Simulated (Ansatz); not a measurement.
**COS, singlet: CASSCF and its corrections**

Calculated in Ansatz's Gaussian-basis code. Basis cc-pVDZ, nonrelativistic, 7 orbitals frozen in the corrections. State-specific CASSCF; RHF is the lowest restricted (open-shell) Hartree–Fock solution met. No symmetry is imposed, so a solution can break that of the shape. Lower solutions, or ones in other orbitals, may exist.

Geometry:

```xyz
3

O     0.0000    0.0000   -1.5475
C     0.0000    0.0000   -0.4836
S     0.0000    0.0000    0.9551
```

Question: What do CASSCF and its corrections give against RHF in CAS(8,6), and what are the occupations?

Answer: CASSCF -1.921 eV, SC-NEVPT2 -10.894 eV; occupations 1.99, 1.99, 1.96, 1.96, 0.05, 0.05.
